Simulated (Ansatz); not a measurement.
**HB–AlH: how the atomization moves with the basis**

HB–AlH, triplet; coordinates (Å): B 0.000 0.000 1.051; Al 0.000 0.000 -0.857; H 0.000 0.000 2.234; H 0.000 0.000 -2.428. Quantity: atomization.

Ansatz 0.2.0, basis 6-31G or cc-pVDZ or cc-pVTZ; geometries are PBE0/def2-TZVP minima. Wave-function levels freeze the cores; HF, MP2 and coupled cluster are restricted for singlets and unrestricted otherwise, atoms included (their steps beyond CCSDT(Q) come from restricted open-shell runs), Kohn–Sham unrestricted where that lies lower. The reference is CCSDT(Q) or CCSDTQ or full CI (coupled cluster only where its series has nearly closed). Semilocal and hybrid functionals correlate all electrons outside any core potential and usually lie nearer their basis limit than the reference, so part of their error here is the reference's basis and frozen-core error; RPA and the MP2 part of double hybrids freeze the same cores as the reference. None of these values is a measured one. Energies are electronic, without zero-point terms. No spin–orbit coupling and no scalar relativity. The species are chosen: bound, without strong static correlation by their natural occupations or amplitudes, in their lowest spin state as far as vertical gaps and like structures tell, and with a ladder that closes on the reference, so errors are smaller than for species at large; levels whose determinant breaks symmetry or spin markedly are left out.

```
    level   6-31G (kJ/mol)  cc-pVDZ (kJ/mol)  cc-pVTZ (kJ/mol)
reference  698.2 (full CI)    780.3 (CCSDTQ)  837.1 (CCSDT(Q))
      MP2            710.9             791.1             841.9
  CCSD(T)            695.8             777.9             834.8
    CCSDT            697.5             779.4             836.1
      PBE            872.9             872.8             888.5
   r2SCAN            888.0             892.3             908.0
     PBE0            855.5             864.4             879.7
  RPA-PBE            650.5             743.4             790.0
```

From 6-31G to cc-pVTZ the reference moves by 138.9 kJ/mol and PBE by 15.6; the step from CCSD(T) to the reference is 2.3 in the first and 2.3 in the last.
